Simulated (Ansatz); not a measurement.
How far each method lies from full CI for GaH3⁺, doublet

Geometry: a PBE0/def2-TZVP stationary point for this spin, not checked as a minimum.

```csv
atom,x (Å),y (Å),z (Å)
Ga,0.0000,0.0253,0.0000
H,0.0000,-2.0473,0.0000
H,0.0000,0.1474,-1.5272
H,0.0000,0.1474,1.5272
```

Basis aug-cc-pVDZ; Ansatz 0.2.0. Correlated methods freeze the noble-gas cores and the filled d shells of p-block atoms, which leaves 5 electrons in 49 orbitals. Prefix R: restricted or restricted open-shell reference; prefix U: unrestricted. Active spaces: valence = (5e, 7o) chosen from the atoms' valence shells. No spin–orbit coupling is included, and no scalar relativity.

Full CI is exact within this basis and frozen core; it isn't the basis-set limit. The frozen core follows each run's orbitals, which can shift R against U totals by a few meV for light atoms and by up to 0.1 eV past Ca.

```
UHF ⟨S²⟩                          : 0.753
T1 diagnostic (RCCSD)             : 0.0188
largest doubles amplitude (RCCSD) : 0.049
```

```tsv
level	E − E(full CI) (mEh)	share of correlation (%)	wall time
RHF	73.19	0.00	–
RMP2	19.56	73.28	–
RCCSD	1.27	98.26	–
RCCSD(T)	0.39	99.47	1.5 s
BCCD(T)	0.37	99.49	1.8 s
RCCSDT	0.03	99.96	–
RCCSDT(Q)	0.00	100.00	17 s
CASSCF (valence space)	33.93	53.64	–
NEVPT2 (valence space)	9.19	87.44	2.5 s
MRCISD (valence space)	0.35	99.53	–
MRCISD+Q (valence space)	-0.34	100.46	3.2 s
```

The correlation energy at full CI, counted from RHF, is -1.992 eV. That run took 48 s on 1 thread of Arm Neoverse V2, shared host over 5,506,096 determinants.

Run but not shown, since their state or frozen core can't be matched to the reference's or they repeat it: UHF, UMP2, UCCSD, UCCSD(T), UCCSDT, UCCSDT(Q).

Times hold each run's SCF and search for its determinant on a shared host, so for small cases they say little of a method's own cost; they ran on 1 thread of Arm Neoverse V2.

More than 5 meV below full CI, which no variational method can be: MRCISD+Q (valence space).

The full-CI state has the irrep A1 of C2v, in the program's axes.

Natural occupations of full CI about the gap: 1.955 1.941 0.999 0.038 0.012 0.012 0.012 0.007 0.007 0.005; effectively unpaired electrons, Σ n²(2−n)², 1.03.
